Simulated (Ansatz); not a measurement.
**How far each method lies from full CI for AsH⁺, doublet**

Geometry: that of the AsH⁺, quartet, kept fixed.

```json
{"atom": "As", "x (Å)": "0.0000", "y (Å)": "0.0000", "z (Å)": "0.0000"}
{"atom": "H", "x (Å)": "0.0000", "y (Å)": "0.0000", "z (Å)": "1.6414"}
```

Basis cc-pVTZ; Ansatz 0.2.0. Correlated methods freeze the noble-gas cores and the filled d shells of p-block atoms, which leaves 5 electrons in 43 orbitals. R marks a restricted (for open shells ROHF) determinant, U an unrestricted one. Active spaces: valence = (5e, 5o) chosen from the atoms' valence shells. No spin–orbit coupling is included, and no scalar relativity.

Full CI is exact within this basis and frozen core; it isn't the basis-set limit. The frozen core follows each run's orbitals, which can shift R against U totals by a few meV for light atoms and by up to 0.1 eV past Ca.

For open shells CISD is restricted-active-space CI with the open shells as a complete middle space.

The UHF ⟨S²⟩ is 0.763, the T1 diagnostic (RCCSD) is 0.0199 and the largest doubles amplitude (RCCSD) is 0.091.

```
   level  E − E(RHF) (eV)
    RMP2          -2.3556
   RCCSD          -2.9592
RCCSD(T)          -3.0348
```

**Question.** Estimate how far full CI in cc-pVTZ lies from RCCSD(T). The table doesn't fix it; the size of (T) and the diagnostics are the guide.

**Answer.** Full CI in cc-pVTZ lies 0.42 kcal/mol below RCCSD(T), which is 24 % of the (T) step (-1.74 kcal/mol). The diagnostics are small and one determinant leads, so the series closes fast and only a small part of (T) is left.

The other levels:

```csv
level,E − E(full CI) (kcal/mol),share of correlation (%),wall time
CISD,3.89,94.48,0.9 s
BCCD(T),0.43,99.39,1.4 s
RCCSDT,0.04,99.94,–
RCCSDT(Q),0.00,100.00,9 s
CASSCF (valence space),46.47,33.99,–
NEVPT2 (valence space),11.61,83.52,1 s
MRCISD (valence space),1.90,97.30,–
MRCISD+Q (valence space),0.06,99.92,1.3 s
```

The correlation energy at full CI, counted from RHF, is -3.053 eV. That run took 37 s on 1 thread of Arm Neoverse V2, shared host over 2,785,730 determinants.

Run but not shown, since their state or frozen core can't be matched to the reference's or they repeat it: UHF, UMP2, UCCSD, UCCSD(T), UCCSDT, UCCSDT(Q).

Times hold each run's SCF and search for its determinant on a shared host, so for small cases they say little of a method's own cost; they ran on 1 thread of Arm Neoverse V2.

The full-CI state has the irrep B1 of C2v, in the program's axes (one component, if the state is degenerate).

Natural occupations of full CI about the gap: 1.947 1.914 0.987 0.046 0.044 0.012 0.010 0.009 0.008 0.005; effectively unpaired electrons, Σ n²(2−n)², 1.05.
